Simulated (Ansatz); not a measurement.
# Cl2H2Si: molecular dynamics

Aim: follow the molecule's vibrations and see whether its bonds hold. The start is relaxed first. Runs: 40 steps of 3 fs at constant energy, with velocities drawn for 1500 K; 250 steps of 0.25 fs at constant energy, with velocities drawn for 1000 K. SMILES of the start: Cl[SiH2]Cl.

All numbers below are computed with Ansatz 0.2.0 (RKS BLYP-D4/def2-SVP).

## 1. Starting point

Bond lengths: Si1–H2 1.460 Å, Si1–Cl3 2.130 Å, Si1–Cl4 2.128 Å, Si1–H5 1.459 Å. Angles: H2–Si1–Cl3 109.4°, H2–Si1–Cl4 109.5°, H2–Si1–H5 109.5°, Cl3–Si1–Cl4 109.5°, Cl3–Si1–H5 109.5°, Cl4–Si1–H5 109.5°.

Structure file:

```xyz
5

Si    0.0000    0.0000    0.0000
H     0.0000    0.0000    1.4600
Cl    2.0086    0.0000   -0.7093
Cl   -1.0032    1.7381   -0.7093
H    -0.6877   -1.1914   -0.4862
```

## 2. Preparing the start

Contents of input.yaml:

```yaml
crystal:
  periodic: [false, false, false]
  atoms:
    - { symbol: Si, position_ang: [0.0, 0.0, 0.0] }
    - { symbol: H, position_ang: [0.0, 0.0, 1.46] }
    - { symbol: Cl, position_ang: [2.0086, 0.0, -0.7093] }
    - { symbol: Cl, position_ang: [-1.0032, 1.7381, -0.7093] }
    - { symbol: H, position_ang: [-0.6877, -1.1914, -0.4862] }
basis:
  gaussian: { orbitals: def2-SVP }
hamiltonian:
  xc: blyp
  dispersion: d4
relax:
  f_tol: 0.02
  max_steps: 40
output:
  orbitals: {}
```

The run is started by

```bash
$ ansatz run input.yaml --threads 1 --pin off --max-ram 2048MiB --backend cpu --events-out ev --progress --plain --runs-dir out
```

What it wrote, cut to the lines that bear on the results:

```text
Warning: RAYON_NUM_THREADS=1 ignored (pool sized by the plan → 1); use --threads N
[...]
Functional definition: BLYP
[...]
702 factors; their error is unknown
[...]
mean field -32946.92690062 eV, -1210.7772313686 hartree, gradient 4.8e-5 eV, S^2 0.000000; 0 other end points of the search recorded, 0 dependent functions left out
[...]
reference -32946.92717868 eV, -1210.7772415871 hartree; 25, 25 occupied and 39, 39 virtual orbitals, 702 factors
relax step   1: F+E_penalty+E_count = -32947.18783541 eV  Δ(F+E_penalty+E_count) = +0.000e0 eV  max|allowed force component| = 9.520e-1 eV/Å  Δτ_max = 0.0000 Å  (21 SCF iters, accepted)
[...]
relax step   2: F+E_penalty+E_count = -32947.24634879 eV  Δ(F+E_penalty+E_count) = -5.851e-2 eV  max|allowed force component| = 3.006e-1 eV/Å  Δτ_max = 0.0612 Å  (25 SCF iters, accepted)
[...]
relax step   3: F+E_penalty+E_count = -32947.25016086 eV  Δ(F+E_penalty+E_count) = -3.812e-3 eV  max|allowed force component| = 1.189e-2 eV/Å  Δτ_max = 0.0156 Å  (26 SCF iters, accepted)
702 factors; their error is unknown
[...]
mean field -32946.98557895 eV, -1210.7793877575 hartree, gradient 2.1e-5 eV, S^2 0.000000; 1 other end points of the search recorded, 0 dependent functions left out
[...]
reference -32946.98585678 eV, -1210.7793979674 hartree; 25, 25 occupied and 39, 39 virtual orbitals, 702 factors
Total energy: -32947.25043869 eV, -1210.7891211735 hartree
Atom 0 at     0.005433     0.008656    -0.006814 Å, force     0.003371     0.005116    -0.003635 eV/Å
Atom 1 at     0.023982     0.041281     1.483621 Å, force    -0.002928    -0.005639     0.011890 eV/Å
Atom 2 at     1.972029    -0.008798    -0.691012 Å, force    -0.004141     0.009910    -0.004737 eV/Å
Atom 3 at    -0.992873     1.702899    -0.691344 Å, force     0.010225     0.002486    -0.005268 eV/Å
Atom 4 at    -0.690871    -1.197338    -0.539250 Å, force    -0.006526    -0.011873     0.001750 eV/Å
Dipole moment:    -0.100031    -0.173238     0.141379 e Å
```

Wall time 4.1 s (1 thread of Intel Xeon 6975P-C (Granite Rapids), shared host); peak memory 0.12 GiB.

Relaxation path:

```
step  energy from step 1 (eV)  largest force component (eV/Å)
   1                   0.0000                          0.9520
   2                  -0.0585                          0.3006
   3                  -0.0623                          0.0119
```

Step 1 is the start.

After: Bond lengths: Si1–H2 1.491 Å, Si1–Cl3 2.082 Å, Si1–Cl4 2.082 Å, Si1–H5 1.491 Å. Angles: H2–Si1–Cl3 108.5°, H2–Si1–Cl4 108.5°, H2–Si1–H5 112.4°, Cl3–Si1–Cl4 110.6°, Cl3–Si1–H5 108.5°, Cl4–Si1–H5 108.5°.

## 3. Run 1

40 steps of 3 fs at constant energy, with velocities drawn for 1500 K, from the relaxed start.

Contents of input.yaml:

```yaml
crystal:
  periodic: [false, false, false]
  atoms:
    - { symbol: Si, position_ang: [0.005433, 0.008656, -0.006814] }
    - { symbol: H, position_ang: [0.023982, 0.041281, 1.483621] }
    - { symbol: Cl, position_ang: [1.972029, -0.008798, -0.691012] }
    - { symbol: Cl, position_ang: [-0.992873, 1.702899, -0.691344] }
    - { symbol: H, position_ang: [-0.690871, -1.197338, -0.53925] }
basis:
  gaussian: { orbitals: def2-SVP }
hamiltonian:
  xc: blyp
  dispersion: d4
md:
  timestep: 3.0
  n_steps: 40
  ensemble: nve
  temperature: 1500.0
  initial_velocities: maxwell_boltzmann
  seed: 686439
```

The run is started by

```bash
$ ansatz run input.yaml --threads 1 --pin off --max-ram 2048MiB --backend cpu --events-out ev --progress --plain --runs-dir out
```

What it wrote, cut to the lines that bear on the results:

```text
Warning: RAYON_NUM_THREADS=1 ignored (pool sized by the plan → 1); use --threads N
[...]
[... 1 set-up line as earlier in the session ...]
[...]
702 factors; their error is unknown
[...]
mean field -32946.98557896 eV, -1210.7793877577 hartree, gradient 3.9e-5 eV, S^2 0.000000; 0 other end points of the search recorded, 0 dependent functions left out
[...]
reference -32946.98585678 eV, -1210.7793979676 hartree; 25, 25 occupied and 39, 39 virtual orbitals, 702 factors
md step     0: t =     0.00 fs  T =  1500.0 K  F+E_penalty+E_count = -32947.25016084 eV  E_kin = 0.581670 eV  conserved = -32946.66849084 eV  (21 SCF iters)
[...]
md step    10: t =    30.00 fs  T =  2424.3 K  F+E_penalty+E_count = -32946.82536347 eV  E_kin = 0.940107 eV  conserved = -32945.88525639 eV  (26 SCF iters, 13 dispersion substeps)
[...]
md step    39: t =   117.00 fs  T = 205368.8 K  F+E_penalty+E_count = -32940.69609083 eV  E_kin = 79.637911 eV  conserved = -32861.05817956 eV  (36 SCF iters, 51 dispersion substeps)
[...]
md step    40: t =   120.00 fs  T = 204800.0 K  F+E_penalty+E_count = -32940.47336154 eV  E_kin = 79.417351 eV  conserved = -32861.05601103 eV  (84 SCF iters, 51 dispersion substeps)
Total energy: -32940.47384065 eV, -1210.5400857887 hartree
Atom 0 at    -0.101316    -0.201333    -1.532484 Å, force     1.625920     2.859356     0.428668 eV/Å
Atom 1 at    -5.321253    -3.369770    55.371635 Å, force     0.000001    -0.000000    -0.000001 eV/Å
Atom 2 at     2.333560    -0.025734    -0.806511 Å, force    -2.114976    -0.272378    -0.477856 eV/Å
Atom 3 at    -1.145382     1.935823    -0.831501 Å, force     0.809291    -1.958677    -0.438263 eV/Å
Atom 4 at     0.277594     0.468416    -2.927820 Å, force    -0.320235    -0.628300     0.487453 eV/Å
Dipole moment:    -0.308818    -0.408220     0.321471 e Å
```

Wall time 47 s (1 thread of Intel Xeon 6975P-C (Granite Rapids), shared host); peak memory 0.12 GiB.

## 4. What the atoms did

The trajectory, every 3 steps (energies from step 0):

```
time (fs)   T (K)  potential energy change (meV/atom)  total energy change (meV/atom)
      0.0    1500                                 0.0                            0.00
      9.0     376                               174.1                           86.90
     18.0     233                               259.3                          161.03
     27.0     789                               222.9                          167.70
     36.0    1229                                84.7                           63.66
     45.0     630                               196.8                          129.40
     54.0    5788                               197.9                          530.50
     63.0     594                               601.9                          531.65
     72.0    6905                                47.4                          466.63
     81.0  207179                              1172.6                        17124.24
     90.0  206838                              1197.7                        17122.93
     99.0  207720                              1128.1                        17121.75
    108.0  207050                              1179.3                        17120.98
    117.0  205369                              1310.8                        17122.06
    120.0  204800                              1355.4                        17122.50
```

time (fs), T (K) and a bar:
```
      0.0       1500 
      6.0       1750 
      9.0        376 
     15.0       1480 
     21.0       2442 
     27.0        789 
     30.0       2424 
     36.0       1229 
     42.0        238 
     48.0       1965 
     51.0        677 
     57.0       2312 
     63.0        594 
     69.0       3827 #
     72.0       6905 #
     78.0     209497 ##############################
     84.0     206566 ##############################
     90.0     206838 ##############################
     93.0     207329 ##############################
     99.0     207720 ##############################
    105.0     207408 ##############################
    111.0     206548 ##############################
    114.0     205963 #############################
    120.0     204800 #############################
```

Bonds that form or break, judged by distance (formed within 1.15 times the sum of covalent radii and held on average over 12 fs, broken when stretched by half; pairs already stretched at the start don't count as bonds):

```
time (fs)    bond   event
     57.0  Si1–H2  breaks
```

On run 1: The run blows up, reaching 209497 K, so it describes no real motion.

## 5. Run 2

250 steps of 0.25 fs at constant energy, with velocities drawn for 1000 K, from the relaxed start.

Edit input.yaml of step 3 so:

```diff
@@ -14,7 +14,7 @@
 md:
-  timestep: 3.0
-  n_steps: 40
+  timestep: 0.25
+  n_steps: 250
   ensemble: nve
-  temperature: 1500.0
+  temperature: 1000.0
   initial_velocities: maxwell_boltzmann
-  seed: 686439
+  seed: 274638
```

The run is started by

```bash
$ ansatz run input.yaml --threads 1 --pin off --max-ram 2048MiB --backend cpu --events-out ev --progress --plain --runs-dir out
```

What it wrote, cut to the lines that bear on the results:

```text
Warning: RAYON_NUM_THREADS=1 ignored (pool sized by the plan → 1); use --threads N
[...]
[... 1 set-up line as earlier in the session ...]
[...]
702 factors; their error is unknown
[...]
mean field -32946.98557896 eV, -1210.7793877577 hartree, gradient 3.9e-5 eV, S^2 0.000000; 0 other end points of the search recorded, 0 dependent functions left out
[...]
reference -32946.98585678 eV, -1210.7793979676 hartree; 25, 25 occupied and 39, 39 virtual orbitals, 702 factors
md step     0: t =     0.00 fs  T =  1000.0 K  F+E_penalty+E_count = -32947.25016084 eV  E_kin = 0.387780 eV  conserved = -32946.86238084 eV  (21 SCF iters)
[...]
md step    19: t =     4.75 fs  T =   584.2 K  F+E_penalty+E_count = -32947.08877790 eV  E_kin = 0.226526 eV  conserved = -32946.86225212 eV  (28 SCF iters)
[...]
md step    38: t =     9.50 fs  T =   277.9 K  F+E_penalty+E_count = -32946.97009846 eV  E_kin = 0.107783 eV  conserved = -32946.86231507 eV  (28 SCF iters)
[...]
md step    57: t =    14.25 fs  T =   234.3 K  F+E_penalty+E_count = -32946.95313673 eV  E_kin = 0.090861 eV  conserved = -32946.86227524 eV  (21 SCF iters)
[...]
md step    74: t =    18.50 fs  T =   486.5 K  F+E_penalty+E_count = -32947.05095548 eV  E_kin = 0.188668 eV  conserved = -32946.86228790 eV  (24 SCF iters)
md step    75: t =    18.75 fs  T =   489.6 K  F+E_penalty+E_count = -32947.05214653 eV  E_kin = 0.189867 eV  conserved = -32946.86227971 eV  (27 SCF iters)
```

## 6. The log goes on: dynamics from the start

Output, continued, cut to the lines that bear on the results:

```text
md step    76: t =    19.00 fs  T =   493.2 K  F+E_penalty+E_count = -32947.05354291 eV  E_kin = 0.191270 eV  conserved = -32946.86227253 eV  (27 SCF iters)
[...]
md step   100: t =    25.00 fs  T =   779.9 K  F+E_penalty+E_count = -32947.16480724 eV  E_kin = 0.302439 eV  conserved = -32946.86236823 eV  (26 SCF iters)
[...]
md step   124: t =    31.00 fs  T =   593.9 K  F+E_penalty+E_count = -32947.09264667 eV  E_kin = 0.230318 eV  conserved = -32946.86232880 eV  (27 SCF iters)
[...]
md step   148: t =    37.00 fs  T =   357.0 K  F+E_penalty+E_count = -32947.00068515 eV  E_kin = 0.138437 eV  conserved = -32946.86224846 eV  (21 SCF iters)
[...]
md step   170: t =    42.50 fs  T =   335.6 K  F+E_penalty+E_count = -32946.99239401 eV  E_kin = 0.130134 eV  conserved = -32946.86225987 eV  (24 SCF iters)
md step   171: t =    42.75 fs  T =   325.6 K  F+E_penalty+E_count = -32946.98850200 eV  E_kin = 0.126254 eV  conserved = -32946.86224761 eV  (27 SCF iters)
```

## 7. More of the same log: dynamics from the start

Output, continued, cut to the lines that bear on the results:

```text
md step   172: t =    43.00 fs  T =   317.2 K  F+E_penalty+E_count = -32946.98522792 eV  E_kin = 0.122991 eV  conserved = -32946.86223688 eV  (21 SCF iters)
[...]
md step   191: t =    47.75 fs  T =   453.5 K  F+E_penalty+E_count = -32947.03818939 eV  E_kin = 0.175862 eV  conserved = -32946.86232716 eV  (28 SCF iters)
[...]
md step   210: t =    52.50 fs  T =   502.7 K  F+E_penalty+E_count = -32947.05721128 eV  E_kin = 0.194949 eV  conserved = -32946.86226220 eV  (24 SCF iters)
[...]
md step   229: t =    57.25 fs  T =   587.6 K  F+E_penalty+E_count = -32947.09018297 eV  E_kin = 0.227861 eV  conserved = -32946.86232153 eV  (26 SCF iters)
[...]
md step   248: t =    62.00 fs  T =   464.1 K  F+E_penalty+E_count = -32947.04228813 eV  E_kin = 0.179984 eV  conserved = -32946.86230411 eV  (24 SCF iters)
md step   249: t =    62.25 fs  T =   467.3 K  F+E_penalty+E_count = -32947.04351357 eV  E_kin = 0.181203 eV  conserved = -32946.86231016 eV  (27 SCF iters)
[...]
md step   250: t =    62.50 fs  T =   469.5 K  F+E_penalty+E_count = -32947.04436071 eV  E_kin = 0.182047 eV  conserved = -32946.86231421 eV  (24 SCF iters)
Total energy: -32947.04464074 eV, -1210.7815582382 hartree
Atom 0 at     0.014085     0.017977    -0.004399 Å, force     0.524558     0.386588    -0.827027 eV/Å
Atom 1 at     0.344867    -0.103385     1.436623 Å, force    -0.713267     0.130602     0.285840 eV/Å
Atom 2 at     2.005523    -0.037083    -0.685482 Å, force    -0.220217     0.115146    -0.250335 eV/Å
Atom 3 at    -1.040389     1.723260    -0.692795 Å, force     0.420303    -0.233663     0.508703 eV/Å
Atom 4 at    -0.759710    -1.033694    -0.702999 Å, force    -0.011377    -0.398672     0.282819 eV/Å
Dipole moment:    -0.157771    -0.183212     0.198431 e Å
```

It took 3.1 min on 1 thread of Intel Xeon 6975P-C (Granite Rapids), shared host; peak memory 0.12 GiB.

## 8. The trajectory

One step in 13; energies are changes from step 0:

```
time (fs)  T (K)  potential energy change (meV/atom)  total energy change (meV/atom)
      0.0   1000                                 0.0                            0.00
      3.2    746                                19.7                            0.02
      6.5    460                                41.9                            0.02
      9.8    256                                57.7                            0.01
     13.0    125                                67.9                            0.04
     16.2    423                                44.8                            0.01
     19.5    503                                38.6                            0.02
     22.8    694                                23.7                            0.01
     26.0    744                                19.9                            0.01
     29.2    585                                32.2                            0.03
     32.5    553                                34.7                            0.01
     35.8    367                                49.1                            0.03
     39.0    406                                46.1                            0.01
     42.2    347                                50.7                            0.02
     45.5    362                                49.5                            0.02
     48.8    456                                42.2                            0.02
     52.0    480                                40.4                            0.03
     55.2    637                                28.2                            0.01
     58.5    504                                38.5                            0.03
     61.8    460                                41.9                            0.02
     62.5    469                                41.2                            0.01
```

time (fs), T (K) and a bar:
```
      0.0       1000 ##############################
      2.8        805 #######################
      5.5        522 #############
      8.2        369 #######
     10.8        170 
     13.5        160 
     16.2        423 #########
     19.0        493 ############
     21.8        618 ################
     24.5        780 ######################
     27.2        659 ##################
     30.0        589 ###############
     32.5        553 ##############
     35.2        385 ########
     38.0        378 ########
     40.8        408 #########
     43.5        307 #####
     46.2        402 #########
     49.0        455 ###########
     51.8        470 ###########
     54.2        601 ################
     57.0        602 ################
     59.8        449 ##########
     62.5        469 ###########
```

## 9. Snapshots as a file

Extended XYZ, with forces in eV/Å:

```xyz
5
time_fs=7.8 T=397 dE=0.2340
Si    0.060    0.025   -0.016   -2.568   -0.531    0.372
H     0.031   -0.205    1.475    0.179    0.449   -0.165
Cl    1.954   -0.019   -0.678    1.194   -0.041   -0.492
Cl   -1.012    1.702   -0.695    0.406    0.208    0.309
H    -0.914   -1.011   -0.566    0.790   -0.085   -0.024
5
time_fs=15.5 T=365 dE=0.2463
Si    0.070    0.034   -0.019   -2.158   -0.085    0.087
H     0.117   -0.232    1.442   -0.085    0.399    0.224
Cl    1.954   -0.030   -0.674    1.568    0.064   -0.648
Cl   -1.024    1.705   -0.695    0.443    0.221    0.422
H    -0.826   -0.957   -0.652    0.232   -0.599   -0.084
5
time_fs=23.5 T=744 dE=0.0994
Si    0.037    0.039   -0.020   -0.524   -0.737   -0.326
H     0.151   -0.033    1.480   -0.359    0.089   -0.230
Cl    1.978   -0.040   -0.679    0.691    0.271   -0.254
Cl   -1.030    1.711   -0.687    0.203   -0.055    0.215
H    -0.589   -1.161   -0.737   -0.011    0.433    0.595
5
time_fs=31.2 T=592 dE=0.1582
Si   -0.006    0.034   -0.026    1.271    0.144    0.023
H     0.004    0.219    1.450   -0.059   -0.305    0.076
Cl    2.014   -0.045   -0.688   -0.380    0.355    0.164
Cl   -1.033    1.716   -0.677   -0.086   -0.100   -0.306
H    -0.402   -1.276   -0.575   -0.746   -0.093    0.043
5
time_fs=39.0 T=406 dE=0.2304
Si   -0.027    0.029   -0.031    0.982   -0.470    0.425
H    -0.163    0.301    1.440    0.409   -0.401   -0.049
Cl    2.043   -0.044   -0.695   -1.241    0.175    0.385
Cl   -1.036    1.720   -0.671   -0.120   -0.011   -0.637
H    -0.573   -1.357   -0.381   -0.031    0.707   -0.124
5
time_fs=47.0 T=435 dE=0.2191
Si   -0.025    0.019   -0.029    0.648    0.370    0.553
H    -0.110    0.181    1.456    0.473   -0.052    0.027
Cl    2.053   -0.041   -0.696   -1.524   -0.053    0.348
Cl   -1.041    1.723   -0.675    0.155   -0.103   -0.358
H    -0.844   -1.197   -0.288    0.248   -0.162   -0.571
5
time_fs=54.8 T=623 dE=0.1463
Si   -0.010    0.016   -0.017    0.305    0.079    0.016
H     0.168    0.026    1.481   -0.216    0.059   -0.257
Cl    2.038   -0.039   -0.691   -1.155   -0.067    0.058
Cl   -1.044    1.724   -0.685    0.384   -0.175    0.146
H    -0.944   -1.097   -0.474    0.683    0.104    0.037
5
time_fs=62.5 T=469 dE=0.2058
Si    0.014    0.018   -0.004    0.525    0.387   -0.827
H     0.345   -0.103    1.437   -0.713    0.131    0.286
Cl    2.006   -0.037   -0.685   -0.220    0.115   -0.250
Cl   -1.040    1.723   -0.693    0.420   -0.234    0.509
H    -0.760   -1.034   -0.703   -0.011   -0.399    0.283
```

On run 2: The temperature starts at 1000 K and averages 455 K in the second half, where it ranges from 305 to 641 K. About half is expected from a start at a minimum: kinetic energy passes into potential energy until both shares match. The total energy strays from its start by at most 0.04 meV/atom, 0.1 % of the mean kinetic energy, so a step of 0.25 fs is short enough over this time. No bond forms or breaks.

## 10. Results

| quantity | value |
| --- | --- |
| relaxation of the start | 2 moves, 0.062 eV lower |
| run 1: length | 40 steps of 3 fs |
| run 1: temperature, first and last step | 1500 and 204800 K |
| run 1: temperature, second half | mean 150109 K, from 594 to 209497 K |
| run 1: potential energy, second half | +1047 meV/atom from this run's first step |
| run 1: largest change of the total energy | 17186.42 meV/atom |
| run 1: bonds formed or broken | 1 |
| run 2: length | 250 steps of 0.25 fs |
| run 2: temperature, first and last step | 1000 and 469 K |
| run 2: temperature, second half | mean 455 K, from 305 to 641 K |
| run 2: potential energy, second half | +42 meV/atom from this run's first step |
| run 2: largest change of the total energy | 0.04 meV/atom |
| run 2: bonds formed or broken | 0 |

What this shows: Mean temperatures of the second halves: none that means anything (unstable run), 455 K. Bonds changed in run 1 (an artefact of the unstable or too long step). 62 fs on 5 atoms is far too short and small for converged averages. The nuclei move classically, without zero-point motion, which matters most for hydrogen.
